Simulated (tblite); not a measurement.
Species: C4H4FN.
Bonds: F1–C2, C2–C3 (aromatic), C3–C4 (aromatic), C4–C5 (aromatic), C5–N6 (aromatic), C2–N6 (aromatic). Hydrogens: H7 on C3; H8 on C4; H9 on C5; H10 on N6.

Computed geometry: GFN2-xTB, gas phase.

Task: List the bond lengths and angles at this level.

Result: 
| bond | length (Å) |
| --- | --- |
| F1–C2 | 1.340 |
| C2–C3 | 1.362 |
| C3–C4 | 1.414 |
| C4–C5 | 1.365 |
| C5–N6 | 1.365 |
| C2–N6 | 1.354 |
| C3–H7 | 1.070 |
| C4–H8 | 1.071 |
| C5–H9 | 1.071 |
| N6–H10 | 1.006 |

A selection of angles:
| angle | degrees |
| --- | --- |
| F1–C2–C3 | 130.7 |
| F1–C2–N6 | 119.1 |
| C3–C2–N6 | 110.3 |
| C2–C3–C4 | 105.6 |
| C2–C3–H7 | 126.9 |
| C4–C3–H7 | 127.5 |
| C3–C4–C5 | 107.9 |
| C3–C4–H8 | 125.7 |
| C5–C4–H8 | 126.4 |
| C4–C5–N6 | 108.3 |
| C4–C5–H9 | 130.5 |
| N6–C5–H9 | 121.2 |
| C5–N6–H10 | 126.8 |
| C2–N6–C5 | 108.0 |
| C2–N6–H10 | 125.3 |

N6 (pyrrole-type nitrogen) is planar (angles 126.8°, 125.3° and 108.0°, sum 360.0°, 0.00 Å off the plane of its three neighbours). The 6 heavy atoms lie in one plane (0.000 Å rms). The 5-membered ring C2–C3–C4–C5–N6 has internal angles of 105.6° to 110.3° (sum 540°, against 540° for a flat polygon); it is planar, 0.00 Å rms from its mean plane, widest ring torsion 0°. The C–C distances run from 1.362 Å (C2–C3, aromatic) to 1.414 Å (C3–C4, aromatic), a spread of 0.052 Å.

Point group: Cs (tolerance 0.08 Å). Its GFN2-xTB frequencies are all real (lowest 286 cm⁻¹).
